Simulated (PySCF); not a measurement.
lithium hydride (HLi), singlet, geometry from GFN2-xTB (such geometries of metal compounds can be far from the true shape); HF/STO-3G run with PySCF.

Here is a job for PySCF.
```python
from pyscf import gto, scf

mol = gto.M(
    atom='''
Li   -0.000000   -0.000000   -0.343562
H     0.000000    0.000000    1.030685
''',
    basis='sto-3g',
    charge=0,
    spin=0,
    verbose=5,
)

mf = scf.UHF(mol)
mf.kernel()
```

What the program printed (banner, timings and long lists left out):

```
PySCF version 2.14.0

[INPUT] verbose = 5
[INPUT] max_memory = 4000
[INPUT] num. atoms = 2
[INPUT] num. electrons = 4
[INPUT] charge = 0
[INPUT] spin (= nelec alpha-beta = 2S) = 0
[INPUT] symmetry False subgroup None
[INPUT] Mole.unit = angstrom
[INPUT] Symbol           X                Y                Z      unit          X                Y                Z       unit  Magmom
[INPUT]  1 Li     0.000000000000   0.000000000000  -0.343562000000 AA    0.000000000000   0.000000000000  -0.649238086808 Bohr   0.0
[INPUT]  2 H      0.000000000000   0.000000000000   1.030685000000 AA    0.000000000000   0.000000000000   1.947712370697 Bohr   0.0
[INPUT] ---------------- BASIS SET ----------------
[INPUT] l, kappa, [nprim/nctr], expnt,             c_1 c_2 ...
[INPUT] Li
[INPUT] 0    0    [3    /1   ]  16.119575         0.15432897
                                2.9362007         0.53532814
                                0.7946505         0.44463454
[INPUT] 0    0    [3    /1   ]  0.6362897         -0.09996723
                                0.1478601         0.39951283
                                0.0480887         0.70011547
[INPUT] 1    0    [3    /1   ]  0.6362897         0.15591627
                                0.1478601         0.60768372
                                0.0480887         0.39195739
[INPUT] H
[INPUT] 0    0    [3    /1   ]  3.42525091        0.15432897
                                0.62391373        0.53532814
                                0.1688554         0.44463454

nuclear repulsion = 1.15520109031346
number of shells = 4
number of NR pGTOs = 18
number of NR cGTOs = 6
basis = sto-3g
ecp = {}

******** <class 'pyscf.scf.uhf.UHF'> ********
method = UHF
initial guess = minao
damping factor = 0
level_shift factor = 0
DIIS = <class 'pyscf.scf.diis.CDIIS'>
diis_start_cycle = 1
diis_space = 8
diis_damp = 0
SCF conv_tol = 1e-09
SCF conv_tol_grad = None
SCF max_cycles = 50
direct_scf = True
direct_scf_tol = 1e-13
number electrons alpha = 2  beta = 2
Set gradient conv threshold to 3.16228e-05
E1 = -12.27043324522501  E2 = 3.535655749532399  Ecoul = 5.500980147310975  Exc = -1.9653243977785761
init E= -7.57957640537915
cond(S) = 6.0724521471307975
  alpha mo_energy =
[-2.40727503 -0.32949565  0.01344828  0.12131525  0.12131525  0.46212731]
  beta  mo_energy =
[-2.40303195 -0.29458178  0.01562258  0.12281464  0.12281464  0.46397894]
multiplicity <S^2> = 0.00068640261  2S+1 = 1.0013719
E1 = -12.74725089743264  E2 = 3.74222581873522  Ecoul = 5.964575680385499  Exc = -2.222349861650279
cycle= 1 E= -7.84982398838396  delta_E= -0.27  |g|= 0.0783  |ddm|= 0.822
  alpha mo_energy =
[-2.34440709 -0.29297675  0.0787084   0.16400547  0.16400547  0.60895856]
  beta  mo_energy =
[-2.34492597 -0.28725055  0.07806009  0.16265014  0.16265014  0.61393574]
multiplicity <S^2> = 0.00045385832  2S+1 = 1.0009073
E1 = -12.727758455499234  E2 = 3.7146160688639474  Ecoul = 5.9086836582349225  Exc = -2.194067589370975
cycle= 2 E= -7.85794129632183  delta_E= -0.00812  |g|= 0.0163  |ddm|= 0.178
  alpha mo_energy =
[-2.34513316 -0.30898248  0.07999508  0.16266082  0.16266082  0.59593077]
  beta  mo_energy =
[-2.34570595 -0.30433375  0.0797247   0.16157808  0.16157808  0.59972892]
multiplicity <S^2> = 0.00025190464  2S+1 = 1.0005037
E1 = -12.727952464189027  E2 = 3.714000208397774  Ecoul = 5.906845288482502  Exc = -2.1928450800847274
cycle= 3 E= -7.85875116547779  delta_E= -0.00081  |g|= 0.00604  |ddm|= 0.0501
  alpha mo_energy =
[-2.34583828 -0.30419634  0.07962867  0.16338629  0.16338629  0.60067516]
  beta  mo_energy =
[-2.34617651 -0.30174493  0.07975208  0.1627898   0.1627898   0.6030856 ]
multiplicity <S^2> = 7.7364572e-05  2S+1 = 1.0001547
E1 = -12.730122743367573  E2 = 3.715978693501906  Ecoul = 5.910272234849313  Exc = -2.1942935413474074
cycle= 4 E= -7.85894295955221  delta_E= -0.000192  |g|= 0.000846  |ddm|= 0.0372
  alpha mo_energy =
[-2.34590924 -0.30366975  0.07948312  0.16324329  0.16324329  0.6013378 ]
  beta  mo_energy =
[-2.34598456 -0.3025419   0.07928878  0.16303931  0.16303931  0.60216953]
multiplicity <S^2> = 8.2614046e-06  2S+1 = 1.0000165
E1 = -12.730564353139123  E2 = 3.716416525003109  Ecoul = 5.911096849832615  Exc = -2.1946803248295055
cycle= 5 E= -7.85894673782256  delta_E= -3.78e-06  |g|= 0.0005  |ddm|= 0.00726
  alpha mo_energy =
[-2.34598831 -0.30302858  0.07958436  0.16311043  0.16311043  0.60186247]
  beta  mo_energy =
[-2.34598526 -0.30300368  0.07958846  0.1631032   0.1631032   0.60188272]
multiplicity <S^2> = 8.6737437e-09  2S+1 = 1
E1 = -12.730278981395072  E2 = 3.7161301378560934  Ecoul = 5.910547565914408  Exc = -2.1944174280583146
cycle= 6 E= -7.85894775322552  delta_E= -1.02e-06  |g|= 2.56e-05  |ddm|= 0.00372
  alpha mo_energy =
[-2.34598466 -0.30302005  0.07957912  0.16310729  0.16310729  0.60183531]
  beta  mo_energy =
[-2.34598407 -0.30301742  0.07957828  0.16310668  0.16310668  0.60183747]
multiplicity <S^2> = 7.219092e-11  2S+1 = 1
E1 = -12.730293038885563  E2 = 3.7161441941895097  Ecoul = 5.910575499788624  Exc = -2.1944313055991147
cycle= 7 E= -7.85894775438259  delta_E= -1.16e-09  |g|= 2.72e-06  |ddm|= 0.000114
  alpha mo_energy =
[-2.34598442 -0.30301855  0.07957956  0.16310696  0.16310696  0.60183984]
  beta  mo_energy =
[-2.34598446 -0.30301863  0.07957967  0.16310689  0.16310689  0.60183981]
multiplicity <S^2> = 1.468603e-12  2S+1 = 1
E1 = -12.730291429093349  E2 = 3.716142584384551  Ecoul = 5.910572357485702  Exc = -2.1944297731011506
cycle= 8 E= -7.85894775439534  delta_E= -1.27e-11  |g|= 2.91e-07  |ddm|= 1.12e-05
  alpha mo_energy =
[-2.34598441 -0.30301875  0.07957953  0.16310694  0.16310694  0.60183952]
  beta  mo_energy =
[-2.34598444 -0.30301866  0.07957952  0.1631069   0.1631069   0.60183957]
multiplicity <S^2> = 5.5888627e-13  2S+1 = 1
E1 = -12.730291555878352  E2 = 3.7161427111693732  Ecoul = 5.910572604994588  Exc = -2.1944298938252147
Extra cycle  E= -7.85894775439552  delta_E= -1.81e-13  |g|= 9.47e-08  |ddm|= 7.62e-07
converged SCF energy = -7.85894775439552  <S^2> = 5.5888627e-13  2S+1 = 1
```
